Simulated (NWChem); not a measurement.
System: LiH; SMILES [LiH]

Input file for NWChem:

```
start job
memory heap 200 mb stack 900 mb global 1100 mb
geometry units angstroms noautosym nocenter noautoz
  Li     0.000000     0.000000     0.458603
  H      0.000000     0.000000    -1.145727
end
basis spherical
  * library def2-tzvp
end
dft
  xc slater vwn_5
  iterations 150
  vectors input atomic output neutral.movecs
end
task dft energy
charge 1
dft
  odft
  mult 2
  vectors input atomic output cation.movecs
end
task dft energy
```

The geometry was optimised at PBE-D3(BJ)/def2-SVP.

Ions are spin-unrestricted doublets at the neutral geometry; other ion states weren't tried.

Give the results of this calculation. (LDA (Slater exchange, VWN5)/def2-TZVP, vertical spin-unrestricted ions.) Quantities: vertical ionisation energy, ΔSCF (eV); −ε(HOMO) (eV).

The vertical ionisation energy, ΔSCF (eV) is 8.21 and the −ε(HOMO) (eV) is 4.43.
